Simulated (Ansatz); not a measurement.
Compare A (`C=CN=O`) with its isomer B (`N=C1CO1`).

Isolated molecules relaxed with PBE0-D4/def2-TZVP in Ansatz; ΔE leaves out vibrations. CCSD(T)/CBS adds triple-zeta CCSD(T) − MP2 to the extrapolated MP2 energy (def2 sets, frozen cores). DFT in def2-TZVPP. B3LYP here is the variant with VWN-RPA as its local correlation; programs differ in this. Each species was taken in one conformer, which may not be the lowest.

**Question.** Which isomer does CCSD(T)/CBS put lower? Give the gap. (Estimate.)

**Answer.** Ansatz gave: B, by 25.7 kcal/mol.

**Question.** Give E(B) − E(A) in kcal/mol with CCSD(T)/def2-SVP, MP2/def2-TZVPP, PBE-D4, B2PLYP, B3LYP, HF/def2-TZVPP, ωB97M-V. (Best estimate.)

**Answer.** Ansatz gave: CCSD(T)/def2-SVP -22.8, MP2/def2-TZVPP -30.2, PBE-D4 -27.3, B2PLYP -26.1, B3LYP -24.9, HF/def2-TZVPP -25.1, ωB97M-V -28.0. None reverses the order clearly.

**Question.** Does the order hold for the free energy at 298.15 K (harmonic terms from PBE0-D4)? (Best estimate.)

**Answer.** Ansatz gave: Yes: G(B) − G(A) = -24.1 kcal/mol, for one conformer each.

Largest T1 diagnostic: 0.015.

Leaving LDA and LC-ωPBE aside and taking each functional with its dispersion term where it has one, the values, not all of them listed here, spread over 8.6 kcal/mol, from PBE-QIDH to BLYP-D4. LDA lies −5.1 kcal/mol from PBE without D4. At CCSD(T), def2-SVP lies +3.0 kcal/mol from the extrapolated value and def2-TZVPP +0.3 kcal/mol.
